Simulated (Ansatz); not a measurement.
Two isomers of C5H8O: A = `C=C(C)C(C)=O`, B = `C#CCOCC`.

Gas-phase electronic energies from Ansatz, PBE0-D4/def2-TZVP geometries. CCSD(T)/CBS adds triple-zeta CCSD(T) − MP2 to the extrapolated MP2 energy (def2 sets, frozen cores). Functionals use def2-TZVPP. B3LYP here is the variant with VWN-RPA as its local correlation; programs differ in this. One conformer a species, not always the lowest.

Which is lower in electronic energy at CCSD(T)/CBS, and by how much? (An estimate is asked.)

The calculation gave: A, by 181.2 kJ/mol.

Give E(B) − E(A) in kJ/mol with B2PLYP, CCSD(T)/def2-TZVPP, B3LYP, B3LYP-D4, MP2/def2-TZVPP, HF/def2-TZVPP, PBE-D4. (An estimate is asked.)

Ansatz gave: B2PLYP 182.6, CCSD(T)/def2-TZVPP 182.9, B3LYP 185.0, B3LYP-D4 190.8, MP2/def2-TZVPP 179.0, HF/def2-TZVPP 178.4, PBE-D4 198.1. None reverses the order clearly.

Largest T1 diagnostic: 0.013.

The D4 term adds +5.7 kJ/mol with B3LYP and +2.8 kJ/mol with PBE0; it sums over pairs of atoms, weighted by their polarisabilities, and B3LYP, whose exchange is more repulsive, gets the larger term.
